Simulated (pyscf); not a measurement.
Optimised with ωB97X-D3(BJ)/def2-SVP in PySCF. MP2 and CC: frozen core, UHF for open shells. ΔMP2 is the change of the MP2 total energy from the triple- to the quadruple-zeta basis.

Task: How much does it cost (ΔH, 298 K, CCSD(T)/def2-TZVPP + ΔMP2(QZVPP)) to split H₃C–Zn–F at its F–Zn bond into [H₃C–Zn]• + F•?

Result: F–Zn to [H₃C–Zn]• + F•: 5.66 eV. The radicals are drawn with the spin at the cut bond; how far it spreads was not checked. Other isomers of [H₃C–Zn]• were not searched in full and may lie lower. The CCSD(T) − MP2 part came from Ansatz, without density fitting, on the same reference. The frozen core leaves the outer d or s,p core shells of the metals and heavy elements correlated in the MP2 and CC values, and def2-TZVPP describes them poorly, which can shift differences by a few kcal/mol. Left out: the spin-orbit lowering of F. Elements up to Kr have no core potential and no relativistic terms here.
